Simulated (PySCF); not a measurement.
Compound: diethyl sulfide, C₄H₁₀S.
Numbering: `[CH3:1][CH2:2][S:3][CH2:4][CH3:5]` (hydrogens: H6, H7, H8 on C1; H9, H10 on C2; H11, H12 on C4; H13, H14, H15 on C5)

Computed geometry: GFN2-xTB, gas phase.

(1) What internal coordinates does the optimisation give?

## Answers

(1) 
```
                  bond  length (pm)
          C1–C2, C4–C5        151.7
          C2–S3, S3–C4        182.7
C1–H6 and 5 like bonds        108.8
C2–H9 and 3 like bonds        108.9
```

Bonds in one row agree within 1 pm and their mean is given. A selection of angles:
```
    angle  degrees
 C2–C1–H6    110.0
 C2–C1–H7    111.2
 H6–C1–H7    108.3
 H6–C1–H8    108.8
 C1–C2–S3    112.5
 C1–C2–H9    111.8
 S3–C2–H9    107.8
S3–C2–H10    104.8
H9–C2–H10    108.9
 C2–S3–C4    101.0
```

Dihedral angles: C1–C2–S3–C4 -79° (synclinal); C2–S3–C4–C5 -81° (synclinal). The mirror-image conformer, all signs reversed, is as good.

Of the pairs four or more bonds apart, H7···H12 is among the closest relative to their van der Waals radii: 2.30 Å, 96 % of the sum of Bondi's values.

Whether it is a minimum is left open (no frequencies). One conformer, not necessarily the lowest.
